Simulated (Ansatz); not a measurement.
Results of LDA in Ansatz (PAW) for fcc Pd.

Settings: plane-wave cutoff 520 eV, 28×28×28 k mesh, Fermi–Dirac smearing 0.041 eV (set by the program), scalar-relativistic PAW data made under PBE.

Computed at the level's own relaxed cell.

Elastic tensor (GPa, Voigt notation, ions relaxed):

```
  270.7   204.6   204.6     0.0     0.0     0.0
  204.6   270.7   204.6     0.0     0.0     0.0
  204.6   204.6   270.7     0.0     0.0     0.0
    0.0     0.0     0.0    79.0     0.0     0.0
    0.0     0.0     0.0     0.0    79.0     0.0
    0.0     0.0     0.0     0.0     0.0    79.0
```

**Question.** Work out the Voigt, Reuss and Hill averages of the bulk and shear moduli, Young's modulus and Poisson's ratio from the printed constants.

**Answer.** K_V = [C11 + C22 + C33 + 2(C12 + C13 + C23)]/9 = [812.1 + 2 × 613.8]/9 = 226.6 GPa. G_V = [812.1 − 613.8 + 3 × 237.0]/15 = 60.6 GPa. From the compliances S = C⁻¹, K_R = 226.6 and G_R = 50.8 GPa. Hill means: K = 226.6, G = 55.7 GPa. E = 9KG/(3K + G) = 154 GPa, ν = (3K − 2G)/(6K + 2G) = 0.39, K/G = 4.07.

Measured, for comparison: elastic constant C11 234 GPa, elastic constant C12 176 GPa, elastic constant C44 71.2 GPa (0 K, extrapolated to 0 K; zero-point effects included; as tabulated in Malica and Corso (2021), arXiv:2109.00459). Computed (rounded) less measured: elastic constant C11 +16 %, elastic constant C12 +16 %, elastic constant C44 +11 %.

Ansatz is an electronic-structure program.
